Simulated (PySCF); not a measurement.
**How methods differ on the ionisation energy of P**

P [Ne] 3s2 3p3 (4S) → P⁺ [Ne] 3s2 3p2 (3P), as a difference of total energies. All numbers are calculated (PySCF 2.14, the spin-free X2C one-electron Hamiltonian (Gaussian nucleus), in dyall-acv3z (19s12p6d4f, 113 functions)). Correlated levels: valence: [Ne] frozen; valence and next inner shell: 1s2 frozen; virtual orbitals above 40 to 60 times the deepest correlated orbital energy dropped. The calculations carry no spin-orbit coupling.

```tsv
method	ionisation energy (eV)
UHF	9.892
LDA	10.564
PBE	10.477
PBE0	10.516
r2SCAN	10.623
MN15	10.423
BP86	10.516
M06-2X	10.299
MP2 (valence)	10.481
SCS-MP2 (valence)	10.301
MP2 (valence and next inner shell)	10.494
SCS-MP2 (valence and next inner shell)	10.314
```

How much does correlation contribute at MP2 (valence and next inner shell)?

10.494 − (9.892) = 0.602 eV, measured against UHF.

Errors of the correlated levels include the incompleteness of this basis and the frozen core.

For comparison: 10.526 eV (measured; NIST levels, between the centres of gravity of the two terms).
